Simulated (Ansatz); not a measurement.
## Structural energy differences of aluminium

Level of theory: DFT, PBEsol, plane waves (420 eV) with PAW, scalar-relativistic in Ansatz 0.2.0. (PAW data from PBE, frozen cores regenerated.)

Each structure is relaxed within its own symmetry, so a high-lying one may be dynamically unstable.

Problem. Rank these structures of aluminium by energy per atom, lowest first.
A. dhcp
B. simple cubic
C. A15
D. fcc
E. diamond
F. omega (AlB2-type)
G. bcc
H. hcp

Solution. D (0 meV/atom), A (15 meV/atom), H (36 meV/atom), C (80 meV/atom), G (99 meV/atom), F (119 meV/atom), B (405 meV/atom), E (840 meV/atom).

| structure | ΔE (meV/atom) | V (Å³/atom) | cell | magnetic state |
| --- | --- | --- | --- | --- |
| fcc | 0 | 16.18 | a = 4.015 Å | spin not included |
| dhcp | 15 | 16.24 | a = 2.829 Å, c = 9.371 Å (c/a = 3.312) | spin not included |
| hcp | 36 | 16.30 | a = 2.857 Å, c = 4.610 Å (c/a = 1.613) | spin not included |
| A15 | 80 | 16.60 | a = 5.102 Å | spin not included |
| bcc | 99 | 16.60 | a = 3.214 Å | spin not included |
| omega (AlB2-type) | 119 | 16.84 | a = 4.554 Å, c = 2.813 Å (c/a = 0.618) | spin not included |
| simple cubic | 405 | 19.70 | a = 2.701 Å | spin not included |
| diamond | 840 | 26.93 | a = 5.995 Å | spin not included |

ΔE counts from fcc.

Differences under about 8 meV lie within the error of the k-point mesh.
